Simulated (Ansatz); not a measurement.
# CH₄Si: one species, many methods

The task here is to estimate one member of a computed series from the others.

Program: Ansatz 0.2.0, Gaussian basis. Level of theory: functionals in def2-TZVPP, the program's frozen cores in correlated methods. These are calculated values, not measurements.

Plan: LDA (SPW92), PBE-D4, revPBE-D4, BLYP-D4, r2SCAN-D4, B97M-V, PBE0-D4, B3LYP-D4, r2SCANh-D4, r2SCAN0-D4, HSE06-D4, BHLYP-D4, CAM-B3LYP-D4, LC-ωPBE, ωB97X-V, ωB97M-V, B2PLYP, PBE-QIDH; CCSD(T)/def2-SVP; CCSD(T)/def2-TZVPP; CCSD(T)/def2-QZVPP; extrapolation to the limit; RPA on PBE.

## The geometry

All runs share one geometry, relaxed beforehand with PBE0-D4 in a triple-zeta def2 set.

SMILES `C=[SiH2]`, 6 atoms, charge 0, spin multiplicity 1.

Atoms are counted from 1 here; the program's logs count them from 0.

Bond lengths: C1–Si2 1.699 Å, C1–H3 1.084 Å, C1–H4 1.084 Å, Si2–H5 1.478 Å, Si2–H6 1.478 Å. Angles: Si2–C1–H3 122.1°, Si2–C1–H4 122.2°, H3–C1–H4 115.7°, C1–Si2–H5 122.7°, C1–Si2–H6 122.7°, H5–Si2–H6 114.7°.

The first run:

The input, in.yaml:

```yaml
crystal:
  periodic: [false, false, false]
  atoms:
    - {symbol: C, position_ang: [-0.712900, -0.527688, -0.255346]}
    - {symbol: Si, position_ang: [0.599114, 0.443473, 0.214584]}
    - {symbol: H, position_ang: [-1.384763, -0.977839, 0.466164]}
    - {symbol: H, position_ang: [-0.931969, -0.736985, -1.295938]}
    - {symbol: H, position_ang: [0.909212, 0.734745, 1.630241]}
    - {symbol: H, position_ang: [1.521305, 1.064293, -0.759705]}
basis:
  gaussian: {orbitals: def2-TZVPP}
hamiltonian: {xc: lda}
output: {orbitals: {seedname: orbitals}}
```

The run is started by

```bash
ansatz run in.yaml --threads 2 --pin off --events-out ev --progress --plain --max-ram 32768MiB --backend cpu
```

Among the steps run: LDA; PBE-D4 (GGA); revPBE-D4 (GGA); BLYP-D4 (GGA); r2SCAN-D4 (meta-GGA); B97M-V (meta-GGA); PBE0-D4 (hybrid); B3LYP-D4 (hybrid); r2SCANh-D4 (hybrid); r2SCAN0-D4 (hybrid); HSE06-D4 (hybrid); BHLYP-D4 (hybrid); CAM-B3LYP-D4 (range-separated); LC-ωPBE (range-separated); ωB97X-V (range-separated); ωB97M-V (range-separated); B2PLYP (double hybrid); PBE-QIDH (double hybrid).

One of the session's tables, all rows but one given; the rest of the session is left out.

It belongs to the step «Frontier levels by functional». 

```
  functional  HOMO (eV)  gap (eV)
 LDA (SPW92)      -5.83      3.56
      PBE-D4      -5.68      3.60
   revPBE-D4      -5.62      3.62
     BLYP-D4      -5.49      3.57
   r2SCAN-D4      -5.85      3.96
      B97M-V      -5.83      3.94
     PBE0-D4      -6.62      5.39
    B3LYP-D4      -6.41      4.99
  r2SCANh-D4          ?         ?
  r2SCAN0-D4      -6.75      5.61
    HSE06-D4      -6.23      4.61
    BHLYP-D4      -7.39      7.10
CAM-B3LYP-D4      -7.84      7.67
     LC-ωPBE      -9.16     10.04
     ωB97X-V      -8.81      9.65
     ωB97M-V      -8.71      9.39
```

**Question.** Estimate the row for r2SCANh-D4.

Worked estimate for «HOMO (eV)». Against the share of exact exchange, r2SCAN-D4 (0, -5.85), r2SCAN0-D4 (0.25, -6.75) give a slope of -3.60 per unit share; at 0.1 the line stands at -6.21.

**Answer.** HOMO (eV): -6.21; gap (eV): 4.62. In «HOMO (eV)» the line misses by 0.00.
